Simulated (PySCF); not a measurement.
**Core-level binding energies of `[SiH3][PH3+]`**

H6PSi (charge +1).
Bonds: Si1–P2. Hydrogens: H3, H4, H5 on Si1; H6, H7, H8 on P2.

Method used: PySCF, delta-SCF UKS SCAN, pcX-2 on the ionised atom, pcseg-1 elsewhere, spin-free X2C. These are vertical core ionisation energies against the vacuum level, from separate self-consistent calculations with and without the core hole.

**Question.** What binding energy does each computed site have?

**Answer.** 
```tsv
atom(s)	bonded to	level	binding energy (eV)	2p1/2 (eV)	count
P2	3 H and Si	P 1s	2157.74	–	1
Si1	3 H and P	Si 1s	1852.74	–	1
P2	3 H and Si	P 2p3/2	144.18	145.07	1
Si1	3 H and P	Si 2p3/2	112.98	113.61	1
```

**Question.** What is the longest wavelength that can ionise Si 2p3/2 of Si1 vertically?

**Answer.** λ = hc/E = 12398.42 eV Å / 112.98 eV = 109.740 Å.

The 2p values add to the ΔSCF energy of one spin-free hole a correction within the shell (spin–orbit coupling, ligand field). 2p1/2 minus 2p3/2 (ligand field included): Si 0.63 eV, P 0.89 eV. The species carries charge +1, so core ionisation leaves charge +2. Isolated species at its PBE0-D3(BJ)/def2-SVP geometry, gas phase.

The run took 8.1 s wall on Arm Neoverse V1, one thread, no GPU, on a shared host, and the process peaked at 0.38 GiB of memory.
